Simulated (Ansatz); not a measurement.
in.yaml

```yaml
crystal:
  periodic: [false, false, false]
  atoms:
    - {symbol: B, position_ang: [0.000000, -1.356815, -0.905184]}
    - {symbol: Ge, position_ang: [0.000000, 0.055950, 0.757740]}
    - {symbol: P, position_ang: [0.000000, 0.342363, -1.461116]}
basis:
  gaussian: {orbitals: 6-31G}
total_charge: 1
magnetization: {spin_polarized: false, initial_magnetization: 3}
correlation: {method: sc_nevpt2, electrons: outside_noble_gas, active_space: {window: {electrons: 3, orbitals: 9}}}
```

```sh
$ ansatz run in.yaml --threads 1 --pin off --events-out ev --progress --plain --max-ram 2393MiB
```

Output:

```
516 factors; integrals over basis functions are off by at most 3.2e-4 eV
mean field evaluation 1: about -66393.3186 eV, gradient 1.2e1 eV
mean field evaluation 2: about -66393.4251 eV, gradient 1.2e1 eV
mean field evaluation 4: about -66394.8867 eV, gradient 2.4e0 eV
mean field evaluation 8: about -66395.0137 eV, gradient 3.9e-1 eV
mean field evaluation 16: about -66395.0182 eV, gradient 2.0e-6 eV
mean field evaluation 32: about -66394.0264 eV, gradient 9.2e0 eV
mean field evaluation 64: about -66394.1038 eV, gradient 1.9e0 eV
mean field evaluation 96: about -66394.9983 eV, gradient 1.2e0 eV
mean field evaluation 128: about -66393.5324 eV, gradient 8.6e0 eV
mean field -66395.01824212 eV, -2439.9719162383 hartree, gradient 2.0e-6 eV, S^2 3.750000; 12 other end points of the search recorded, 0 dependent functions left out
reference -66395.01824212 eV, -2439.9719162383 hartree; 27, 24 occupied and 24, 27 virtual orbitals, 516 factors
state -66395.18276223 eV, -2439.9779622406 hartree
state -66395.18276223 eV, -2439.9779622406 hartree; corrected -66398.77129189 eV, -2440.1098382735 hartree
state -66394.98966438 eV, -2439.9708660256 hartree
state -66394.98966438 eV, -2439.9708660256 hartree; corrected -66397.70146317 eV, -2440.0705227931 hartree
state -66395.18276223 eV, -2439.9779622406 hartree; corrected -66398.77129189 eV, -2440.1098382735 hartree
Total energy: -66398.77129189 eV, -2440.1098382735 hartree
```

Ran on 1 thread of Arm Neoverse V2, shared host: 15 s wall, 0.26 GiB peak host memory.
